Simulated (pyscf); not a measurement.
Optimised with ωB97X-D3(BJ)/def2-SVP in PySCF.

Question: What is the homolytic dissociation enthalpy (298 K, ωB97M-D3(BJ)/def2-TZVP) of the H–O bond of HO–SiH(O–SiH₃)–O–SiH₃ (SMILES O[SiH](O[SiH3])O[SiH3]), to •O–SiH(O–SiH₃)–O–SiH₃ + H•?

Answer: H–O to •O–SiH(O–SiH₃)–O–SiH₃ + H•: 5.18 eV. The 7 functionals that were run give +5.05 (r²SCAN) to +5.22 eV (M06-2X). Other isomers of •O–SiH(O–SiH₃)–O–SiH₃ were not searched in full and may lie lower.
